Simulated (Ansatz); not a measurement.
[BH2···H···SiH3], doublet: reading a ladder of total energies

Geometry: a point of a hydrogen-transfer path between rigid fragments, not a stationary point.

```yaml
atoms:
  - { symbol: B, position_ang: [-2.4073, 0.0000, 0.0000] }
  - { symbol: H, position_ang: [-3.0040, 1.0336, 0.0000] }
  - { symbol: H, position_ang: [-3.0040, -1.0336, 0.0000] }
  - { symbol: H, position_ang: [-0.6553, 0.0000, 0.0000] }
  - { symbol: Si, position_ang: [1.0087, 0.0000, 0.0000] }
  - { symbol: H, position_ang: [1.4587, -1.4163, 0.0000] }
  - { symbol: H, position_ang: [1.4587, 0.7081, -1.2265] }
  - { symbol: H, position_ang: [1.4587, 0.7081, 1.2265] }
```

Basis cc-pVDZ; Ansatz 0.2.0. Only valence electrons are correlated (noble-gas cores frozen), which leaves 13 electrons in 56 orbitals. Prefix R: restricted or restricted open-shell reference; prefix U: unrestricted.

Full CI isn't at hand for all of this; UCCSDT(Q) serves as the reference, and is uncertain by about the last step of the cluster series.

Runs differ by some tens of microhartree through their thresholds and, for an open shell, their frozen cores, so steps under 0.03 kcal/mol mean nothing.

```
    level  total energy (hartree)
      UHF             -316.966099
     UMP2             -317.158976
    UCCSD             -317.211022
 UCCSD(T)             -317.215890
   UCCSDT             -317.217114
UCCSDT(Q)             -317.217273
```

Question: What is the correlation energy at UCCSDT(Q), and what share of it do UMP2 and UCCSD recover?

Answer: E(corr) = -317.217273 − (-316.966099) = -0.251174 hartree = -6.835 eV. UMP2: -0.192877 / -0.251174 = 76.79 %. UCCSD: -0.244923 / -0.251174 = 97.51 %.

Question: By how many kcal/mol does UCCSD(T) miss UCCSDT(Q) (1 hartree = 627.509 kcal/mol), and which steps make up the rest?

Answer: -317.215890 − (-317.217273) = 0.001383 hartree = 0.87 kcal/mol. Steps: UCCSDT − UCCSD(T) = -0.77, UCCSDT(Q) − UCCSDT = -0.10 kcal/mol. Differences between like states or geometries often cancel part of this.
